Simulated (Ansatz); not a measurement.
# BH₂− (singlet): from Hartree-Fock to the top rungs, aug-cc-pVDZ

How much of the correlation energy of BH₂− (singlet) does each wave-function method recover here?

The runs use Ansatz 0.2.0, Gaussian basis; aug-cc-pVDZ, core rule «outside noble gas», up to 1 orbitals frozen.

To be run: UHF; CCSD(T) on RHF; CCSD(T) on UHF; BCCD(T) on RHF; CISD; CCSDT(Q) on RHF; CCSDT(Q) on UHF; CISDTQ; CCSDTQ on RHF; CCSDTQ on UHF; CASSCF and MRCISD+Q, 6 electrons in 6 orbitals; CASSCF and NEVPT2, 6 electrons in 6 orbitals; Full CI.

4 further runs of the same task are left out: 4 set aside as unsound or not needed.

**1. The system**

The geometry is a PBE0/def2-TZVPD stationary point (not a proven minimum).

3 atoms, charge -1, spin multiplicity 1.

Atoms are counted from 1 here; the program's logs count them from 0.

Bond lengths: B1–H2 1.247 Å, B1–H3 1.247 Å. Angles: H2–B1–H3 102.0°.

**2. UHF**

Contents of in.yaml:

```yaml
crystal:
  periodic: [false, false, false]
  atoms:
    - {symbol: B, position_ang: [0.000000, -0.123368, 0.000000]}
    - {symbol: H, position_ang: [0.000000, 0.661614, -0.969076]}
    - {symbol: H, position_ang: [0.000000, 0.661614, 0.969076]}
basis:
  gaussian: {orbitals: aug-cc-pVDZ}
total_charge: -1
magnetization: {spin_polarized: true, initial_magnetization: 0}
hamiltonian: {xc: hf}
output: {orbitals: {seedname: orbitals}}
```

Run with:

```sh
ansatz run in.yaml --threads 1 --pin off --events-out ev --progress --plain --max-ram 2816MiB --backend cpu
```

After this run come: CCSD(T) on RHF; CCSD(T) on UHF; BCCD(T) on RHF; CISD; CCSDT(Q) on RHF; CCSDT(Q) on UHF; CISDTQ; CCSDTQ on RHF; CCSDTQ on UHF; CASSCF and MRCISD+Q, 6 electrons in 6 orbitals; CASSCF and NEVPT2, 6 electrons in 6 orbitals; Full CI.

Q: Predict the results of all the runs planned. Wanted: FCI below the RHF energy; RMP2 from FCI; UMP2 from FCI; RCCSD from FCI; RCCSD(T) from FCI; UCCSD(T) from FCI; RCCSDT(Q) from FCI; UCCSDT(Q) from FCI; NEVPT2 valence from FCI.

The runs gave:

```
                         quantity                                                                                                value
         FCI below the RHF energy                                                                                           -3.6954 eV
                    RMP2 from FCI                                                                                           +846.3 meV
                    UMP2 from FCI                                                                                           +879.9 meV
                   RCCSD from FCI                                                                                           +138.8 meV
                RCCSD(T) from FCI                                                                                            +30.6 meV
                UCCSD(T) from FCI                                                                                            +50.0 meV
               RCCSDT(Q) from FCI                                                                                             +1.0 meV
               UCCSDT(Q) from FCI                                                                                             +0.7 meV
          NEVPT2 valence from FCI                                                                                           +825.9 meV
        MRCISD+Q valence from FCI                                                                                             -1.1 meV
levels within 1 kcal/mol (43 meV)  RCCSD(T), BCCD(T), RCCSDT, UCCSDT, CISDTQ, RCCSDT(Q), UCCSDT(Q), RCCSDTQ, UCCSDTQ, MRCISD+Q valence
                    T1 diagnostic                                                                                                0.012
   effectively unpaired electrons                                                                                                 0.13
```

What this shows: RCCSD(T) lands +30.6 meV from the yardstick (0.8 % of the correlation energy). One determinant dominates. Of the multireference levels listed MRCISD+Q valence comes nearest in total energy (-1.1 meV), which doesn't show that its space is the better one. These misses are within one basis, not against nature.
